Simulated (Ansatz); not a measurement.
## Molecular dynamics, step by step

CH$_{5}$Si$_{2}$ (SMILES [SiH-]=C[SiH3]) (charge -1), singlet, PBE-D4/cc-pVDZ (Ansatz 0.2.0). Settings (timestep in fs, temperature in K; T counts 18 degrees of freedom):

```yaml
hamiltonian: {xc: pbe, dispersion: d4}
md: {n_steps: 60, timestep: 1.0, temperature: 200, ensemble: nve, seed: 720, initial_velocities: maxwell_boltzmann}
```

Start (the SMILES describes the start alone):

```
8
angstrom
Si -1.8587 0.6392 -0.7631
C -0.1099 0.2212 -0.6523
Si 0.6387 -0.3913 0.8810
H -2.0053 1.0777 -2.2635
H 0.5550 0.2991 -1.5204
H 0.5192 0.4846 2.1051
H 2.1179 -0.6228 0.7722
H 0.1431 -1.7076 1.4410
```

| step | time (fs) | potential energy less the start (meV) | kinetic energy (meV) | T (K) |
| --- | --- | --- | --- | --- |
| 0 | 0.00 | 0.0 | 155.1 | 200 |
| 4 | 4.00 | 43.8 | 112.0 | 144 |
| 8 | 8.00 | 15.1 | 139.8 | 180 |
| 12 | 12.00 | 29.1 | 126.2 | 163 |
| 16 | 16.00 | 32.6 | 123.2 | 159 |
| 20 | 20.00 | 10.3 | 144.5 | 186 |
| 24 | 24.00 | 36.2 | 119.6 | 154 |
| 28 | 28.00 | -24.1 | 178.9 | 231 |
| 32 | 32.00 | 9.8 | 146.2 | 189 |
| 36 | 36.00 | -20.8 | 175.8 | 227 |
| 40 | 40.00 | -6.6 | 161.8 | 209 |
| 44 | 44.00 | -20.8 | 176.3 | 227 |
| 48 | 48.00 | -67.0 | 222.1 | 286 |
| 52 | 52.00 | -50.9 | 206.5 | 266 |
| 56 | 56.00 | -79.6 | 234.5 | 302 |
| 60 | 60.00 | -51.8 | 207.4 | 267 |

Step 32, positions (Å) and forces (eV/Å):

| atom | x | y | z | Fx | Fy | Fz |
| --- | --- | --- | --- | --- | --- | --- |
| Si1 | -1.879 | 0.596 | -0.778 | -0.131 | 0.397 | -0.499 |
| C2 | -0.106 | 0.261 | -0.661 | -0.351 | 0.012 | 0.395 |
| Si3 | 0.655 | -0.393 | 0.895 | -0.320 | 0.110 | -0.707 |
| H4 | -1.842 | 1.539 | -2.175 | 0.001 | -0.541 | 0.580 |
| H5 | 0.529 | 0.647 | -1.461 | 0.574 | 0.175 | -0.183 |
| H6 | 0.963 | 0.586 | 2.003 | 0.130 | 0.314 | 0.259 |
| H7 | 1.998 | -1.074 | 0.715 | 0.233 | -0.218 | -0.026 |
| H8 | -0.252 | -1.384 | 1.573 | -0.136 | -0.248 | 0.181 |

Step 36, positions (Å) and forces (eV/Å):

```json
{"atom": "Si1", "x": "-1.882", "y": "0.591", "z": "-0.784", "Fx": "-0.067", "Fy": "0.173", "Fz": "-0.130"}
{"atom": "C2", "x": "-0.099", "y": "0.266", "z": "-0.634", "Fx": "-0.176", "Fy": "0.566", "Fz": "-0.820"}
{"atom": "Si3", "x": "0.657", "y": "-0.390", "z": "0.885", "Fx": "-0.313", "Fy": "-0.117", "Fz": "0.374"}
{"atom": "H4", "x": "-1.868", "y": "1.543", "z": "-2.128", "Fx": "0.112", "Fy": "-0.409", "Fz": "0.332"}
{"atom": "H5", "x": "0.541", "y": "0.675", "z": "-1.453", "Fx": "0.120", "Fy": "-0.088", "Fz": "0.401"}
{"atom": "H6", "x": "1.029", "y": "0.585", "z": "2.015", "Fx": "0.070", "Fy": "0.108", "Fz": "-0.069"}
{"atom": "H7", "x": "1.947", "y": "-1.177", "z": "0.761", "Fx": "0.261", "Fy": "-0.181", "Fz": "-0.143"}
{"atom": "H8", "x": "-0.306", "y": "-1.329", "z": "1.599", "Fx": "-0.007", "Fy": "-0.052", "Fz": "0.055"}
```

Step 40, positions (Å) and forces (eV/Å):

| atom | x | y | z | Fx | Fy | Fz |
| --- | --- | --- | --- | --- | --- | --- |
| Si1 | -1.886 | 0.587 | -0.791 | -0.005 | -0.514 | 0.814 |
| C2 | -0.096 | 0.278 | -0.616 | -0.297 | 0.648 | -1.035 |
| Si3 | 0.658 | -0.388 | 0.877 | 0.095 | -0.676 | 1.305 |
| H4 | -1.877 | 1.491 | -2.040 | 0.182 | 0.247 | -0.582 |
| H5 | 0.578 | 0.696 | -1.398 | 0.087 | 0.010 | 0.189 |
| H6 | 1.106 | 0.600 | 2.016 | -0.025 | -0.179 | -0.406 |
| H7 | 1.929 | -1.301 | 0.787 | -0.282 | 0.266 | -0.164 |
| H8 | -0.360 | -1.282 | 1.633 | 0.245 | 0.199 | -0.121 |

Last step (60):

| atom | x (Å) | y (Å) | z (Å) |
| --- | --- | --- | --- |
| Si1 | -1.8896 | 0.5504 | -0.8022 |
| C2 | -0.0912 | 0.4121 | -0.6168 |
| Si3 | 0.6506 | -0.4131 | 0.8963 |
| H4 | -1.8196 | 1.3691 | -2.0924 |
| H5 | 0.6473 | 0.9587 | -1.2735 |
| H6 | 1.5924 | 0.5548 | 1.6839 |
| H7 | 1.6226 | -1.6174 | 0.5796 |
| H8 | -0.4075 | -0.9275 | 1.8763 |

Hardware: 2 CPU threads of an Intel Xeon, shared host. Wall time about 5.2 min.
